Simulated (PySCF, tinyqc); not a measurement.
CCSD on RHF in the sto-6g basis, frozen core, for CH2, spin multiplicity 1, step by step. The lowest restricted solution is unstable here: a spin-polarised one lies 0.0213 hartree lower (PySCF). One step of it, computed by the program tinyqc.

Problem. Iteration 8 (converged): orbitals. Diagonalise F' = X^T F X, C = X C', fill 4 alpha and 4 beta electrons from the bottom; D = 2 C_occ C_occ^T. Each column has its largest component positive (the first on a tie).

converged F (hartree):
```
             1C 1s      1C 2s    1C 2px     1C 2py     1C 2pz      2H 1s      3H 1s
1C 1s   -11.167944  -2.852274  0.000000  -0.000293  -0.023174  -0.450550  -0.426415
1C 2s    -2.852274  -1.360750  0.000000  -0.003197  -0.041708  -0.510230  -0.492521
1C 2px    0.000000   0.000000  0.223162   0.000000   0.000000   0.000000   0.000000
1C 2py   -0.000293  -0.003197  0.000000  -0.130824  -0.003855  -0.309860   0.303700
1C 2pz   -0.023174  -0.041708  0.000000  -0.003855  -0.187106  -0.256247  -0.251661
2H 1s    -0.450550  -0.510230  0.000000  -0.309860  -0.256247  -0.335029  -0.125002
3H 1s    -0.426415  -0.492521  0.000000   0.303700  -0.251661  -0.125002  -0.320752
```

X:
```
            1C 1s      1C 2s    1C 2px     1C 2py     1C 2pz      2H 1s      3H 1s
1C 1s    1.024915  -0.140076  0.000000  -0.000297  -0.008360   0.019971   0.019507
1C 2s   -0.140076   1.150543  0.000000   0.003811   0.077792  -0.226174  -0.215888
1C 2px   0.000000   0.000000  1.000000   0.000000   0.000000   0.000000   0.000000
1C 2py  -0.000297   0.003811  0.000000   1.086161   0.002086  -0.189246   0.182260
1C 2pz  -0.008360   0.077792  0.000000   0.002086   1.047526  -0.138191  -0.132936
2H 1s    0.019971  -0.226174  0.000000  -0.189246  -0.138191   1.133893  -0.016845
3H 1s    0.019507  -0.215888  0.000000   0.182260  -0.132936  -0.016845   1.124568
```

Give: F' = X^T F X; orbital energies; coefficients C; D after iteration 8.

Solution.

F' = X^T F X (hartree):
```
          1        2       3        4        5        6        7
1  -10.9689  -1.4480  0.0000  -0.0005  -0.0445  -0.0389  -0.0329
2   -1.4480  -0.6801  0.0000   0.0028   0.1125  -0.3178  -0.3059
3    0.0000   0.0000  0.2232   0.0000   0.0000   0.0000   0.0000
4   -0.0005   0.0028  0.0000   0.0793   0.0000  -0.3373   0.3297
5   -0.0445   0.1125  0.0000   0.0000  -0.0702  -0.2551  -0.2493
6   -0.0389  -0.3178  0.0000  -0.3373  -0.2551  -0.0337  -0.0210
7   -0.0329  -0.3059  0.0000   0.3297  -0.2493  -0.0210  -0.0366
```

orbital energies (hartree): MO1 -11.1700, MO2 -0.7613, MO3 -0.4413, MO4 -0.3082, MO5 0.2232, MO6 0.4626, MO7 0.5080

coefficients C:
```
            MO1      MO2      MO3      MO4     MO5      MO6      MO7
1C 1s    0.9962  -0.2168   0.0044   0.1199  0.0000   0.1282  -0.0247
1C 2s    0.0161   0.7684  -0.0212  -0.5669  0.0000  -0.7171   0.1434
1C 2px   0.0000   0.0000   0.0000   0.0000  1.0000   0.0000   0.0000
1C 2py   0.0001   0.0063   0.5345  -0.0054  0.0000   0.1715   0.9663
1C 2pz   0.0035   0.1180   0.0078   0.7362  0.0000  -0.7515   0.1393
2H 1s   -0.0033   0.2551   0.4748   0.2912  0.0000   0.6026  -0.8087
3H 1s   -0.0032   0.2418  -0.4768   0.3059  0.0000   0.8351   0.5348
```

D after iteration 8:
```
          1C 1s    1C 2s  1C 2px   1C 2py   1C 2pz    2H 1s    3H 1s
1C 1s    2.1077  -0.4372  0.0000   0.0009   0.1325  -0.0431  -0.0420
1C 2s   -0.4372   1.8248  0.0000  -0.0068  -0.6535   0.0416   0.0448
1C 2px   0.0000   0.0000  0.0000   0.0000   0.0000   0.0000   0.0000
1C 2py   0.0009  -0.0068  0.0000   0.5714   0.0018   0.5075  -0.5100
1C 2pz   0.1325  -0.6535  0.0000   0.0018   1.1120   0.4963   0.5001
2H 1s   -0.0431   0.0416  0.0000   0.5075   0.4963   0.7505  -0.1512
3H 1s   -0.0420   0.0448  0.0000  -0.5100   0.5001  -0.1512   0.7589
```
